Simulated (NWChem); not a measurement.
All runs are NWChem calculations. System: sulfur dioxide (O$_{2}$S), charge 0, spin multiplicity 1, at a geometry optimised with PBE0/def2-SVP. Level: G0W0@PBE/def2-QZVP, RI basis def2-qzvp-rifit.

Job file:

```
start mol
memory heap 200 mb stack 700 mb global 1700 mb
geometry units angstroms nocenter noautoz
  O      1.250381     0.000000    -0.371341
  S      0.000000     0.000000     0.371341
  O     -1.250381     0.000000    -0.371341
  symmetry group C2v
end
basis spherical
  * library def2-qzvp
end
basis "ri basis" bse spherical
  * library def2-qzvp-rifit
end
dft
  xc xpbe96 cpbe96
  iterations 100
  direct
  tolerances tight
end
task dft energy
gw
  method cdgw
  states alpha occ 4 vir 2
end
task dft gw
```

Output (cleaned and shortened):

```
             Northwest Computational Chemistry Package (NWChem) 7.3.0
             --------------------------------------------------------

                                NWChem Input Module
                                -------------------

 Scaling coordinates for geometry "geometry" by  1.889725989
 (inverse scale =  0.529177249)

 Turning off AUTOSYM since
 SYMMETRY directive was detected!

                             Geometry "geometry" -> ""
                             -------------------------

 Output coordinates in angstroms (scale by  1.889725989 to convert to a.u.)

  No.       Tag          Charge          X              Y              Z
 ---- ---------------- ---------- -------------- -------------- --------------
    1 O                    8.0000     1.25038100     0.00000000    -0.37134100
    2 S                   16.0000     0.00000000     0.00000000     0.37134100
    3 O                    8.0000    -1.25038100     0.00000000    -0.37134100

 Effective nuclear repulsion energy (a.u.)     106.6928283177

            Nuclear Dipole moment (a.u.)
            ----------------------------
        X                 Y               Z
 ---------------- ---------------- ----------------
     0.0000000000     0.0000000000     0.0000000000

      Symmetry information
      --------------------

 Group name             C2v
 Group number             16
 Group order               4
 No. of unique centers     2

      Symmetry unique atoms

     1    2


 Summary of "ao basis" -> "" (spherical)
 ------------------------------------------------------------------------------
       Tag                 Description            Shells   Functions and Types
 ---------------- ------------------------------  ------  ---------------------
 *                         def2-qzvp                  on all atoms

 new library libraries.bse/

 Summary of "ri basis" -> "" (spherical)
 ------------------------------------------------------------------------------
       Tag                 Description            Shells   Functions and Types
 ---------------- ------------------------------  ------  ---------------------
 *                      def2-qzvp-rifit               on all atoms

  pbe96 is a nonlocal functional; adding pw91lda local functional.

                                 NWChem DFT Module
                                 -----------------

 Summary of "ao basis" -> "ao basis" (spherical)
 ------------------------------------------------------------------------------
       Tag                 Description            Shells   Functions and Types
 ---------------- ------------------------------  ------  ---------------------
 O                         def2-qzvp                17       57   7s4p3d2f1g
 S                         def2-qzvp                22       70   9s6p4d2f1g

 Summary of "ao basis" -> "ao basis" (spherical)
 ------------------------------------------------------------------------------
       Tag                 Description            Shells   Functions and Types
 ---------------- ------------------------------  ------  ---------------------
 O                         def2-qzvp                17       57   7s4p3d2f1g
 S                         def2-qzvp                22       70   9s6p4d2f1g

      Symmetry analysis of basis
      --------------------------

        a1         67
        a2         28
        b1         53
        b2         36

            General Information
            -------------------
          SCF calculation type: DFT
[...]
              MO Center=  1.9D-13, -3.1D-14, -4.0D-02, r^2= 2.2D+00
   Bfn.  Coefficient  Atom+Function         Bfn.  Coefficient  Atom+Function
  ----- ------------  ---------------      ----- ------------  ---------------
    66      0.530924  2 S  s                 65      0.290709  2 S  s
    10     -0.224119  1 O  pz               137     -0.224119  3 O  pz
    16     -0.219018  1 O  pz               143     -0.219018  3 O  pz
    13     -0.209219  1 O  pz               140     -0.209219  3 O  pz
    78      0.162241  2 S  pz                 7     -0.134438  1 O  s

 Vector   17  Occ=0.000000D+00  E=-1.673794D-01  Symmetry=b2
              MO Center=  3.3D-14,  1.3D-14,  1.6D-01, r^2= 2.0D+00
   Bfn.  Coefficient  Atom+Function         Bfn.  Coefficient  Atom+Function
  ----- ------------  ---------------      ----- ------------  ---------------
    80      0.420374  2 S  py                77      0.314453  2 S  py
    83      0.260745  2 S  py                68     -0.212457  2 S  py
     9     -0.200954  1 O  py               136     -0.200954  3 O  py
    12     -0.191665  1 O  py               139     -0.191665  3 O  py
    15     -0.177186  1 O  py               142     -0.177186  3 O  py

 Vector   18  Occ=0.000000D+00  E=-1.159531D-02  Symmetry=a1
              MO Center=  8.4D-14,  1.3D-14,  1.4D-01, r^2= 2.8D+00
   Bfn.  Coefficient  Atom+Function         Bfn.  Coefficient  Atom+Function
  ----- ------------  ---------------      ----- ------------  ---------------
    66      1.608650  2 S  s                  7     -0.977482  1 O  s
   134     -0.977482  3 O  s                 81     -0.719182  2 S  pz
    84     -0.709564  2 S  pz                65      0.501623  2 S  s
    14      0.349949  1 O  px               141     -0.349949  3 O  px
    17      0.332955  1 O  px               144     -0.332955  3 O  px

 Vector   19  Occ=0.000000D+00  E= 1.656168D-02  Symmetry=b1
              MO Center= -3.0D-15,  1.1D-15,  5.8D-01, r^2= 3.4D+00
   Bfn.  Coefficient  Atom+Function         Bfn.  Coefficient  Atom+Function
  ----- ------------  ---------------      ----- ------------  ---------------
     7      1.141297  1 O  s                134     -1.141297  3 O  s
    82     -1.118613  2 S  px                79     -0.985180  2 S  px
    76     -0.291919  2 S  px                16      0.270816  1 O  pz
   143     -0.270816  3 O  pz                14     -0.259021  1 O  px
   141     -0.259021  3 O  px                19      0.232487  1 O  pz

 center of mass
 --------------
 x =   0.00000000 y =   0.00000000 z =  -0.00019474

 moments of inertia (a.u.)
 ------------------
          31.496676617860           0.000000000000           0.000000000000
           0.000000000000         210.101917968322           0.000000000000
           0.000000000000           0.000000000000         178.605241350462

     Multipole analysis of the density
     ---------------------------------

     L   x y z        total         alpha         beta         nuclear
     -   - - -        -----         -----         ----         -------
     0   0 0 0     -0.000000    -16.000000    -16.000000     32.000000

     1   1 0 0     -0.000000     -0.000000     -0.000000      0.000000
     1   0 1 0      0.000000      0.000000      0.000000      0.000000
     1   0 0 1      0.630560      0.315280      0.315280      0.000000

     2   2 0 0    -19.841237    -54.586138    -54.586138     89.331039
     2   1 1 0      0.000000      0.000000      0.000000      0.000000
     2   1 0 1     -0.000000     -0.000000     -0.000000      0.000000
     2   0 2 0    -15.600917     -7.800458     -7.800458      0.000000
     2   0 1 1      0.000000      0.000000      0.000000      0.000000
     2   0 0 2    -16.946174    -16.351948    -16.351948     15.757723

 Task  times  cpu:       64.8s     wall:       64.8s

                                NWChem Input Module
                                -------------------

                                 NWChem GW Module
                                 ----------------

                             ***********************
                             ***        GW       ***
                             ***********************

 Summary of "ri basis" -> "ri basis" (spherical)
 ------------------------------------------------------------------------------
       Tag                 Description            Shells   Functions and Types
 ---------------- ------------------------------  ------  ---------------------
 O                      def2-qzvp-rifit             33      141   9s8p7d5f3g1h
 S                      def2-qzvp-rifit             41      167   12s10p9d6f3g1h

                 Memory Information
                 ------------------
          Available GA per process is          1699.7 MBs
          Available stack per process is        700.0 MBs
          Available heap per process is           0.0 MBs

          Peak memory in Initialization
              Peak GA per process is                 13.2 MBs
              Peak stack per process is               0.4 MBs
              Peak heap per process is               13.9 MBs
              Memory not in MA per process            0.0 MBs

          Peak memory in CDGW Calculation
              Peak GA per process is                 16.5 MBs
              Peak stack per process is               3.1 MBs
              Peak heap per process is                3.6 MBs
              Memory not in MA per process            0.0 MBs

          Computing 2-center integrals
          Computing Inverse Cholesky factor
          Computing 3-center integrals
          Computing Vxc

          Computing Sigma_x
          Computing W(iw) on the imaginary grid
          Solving quasiparticle equations

                  Alpha Orbitals
          State     Energy (eV)     Error (eV)
          -----------------------------------
@GW        13        -14.712           0.011
@GW        14        -12.614           0.011
@GW        15        -12.313           0.002
@GW        16        -11.805           0.003
@GW        17         -1.216           0.003
@GW        18          2.871           0.004

     GW Timing Statistics
   ------------------------
   Init.   :          0.3s
     ERIs  :          5.1s
     Distr.:          0.0s
     Vxc   :          0.2s
   Vmo     :          0.0s
   iW      :          5.5s
   I_n     :          0.0s
   R_n     :          1.0s
   GW total:         12.3s

 Task  times  cpu:       12.3s     wall:       12.3s

 Total times  cpu:       77.1s     wall:       77.1s
```
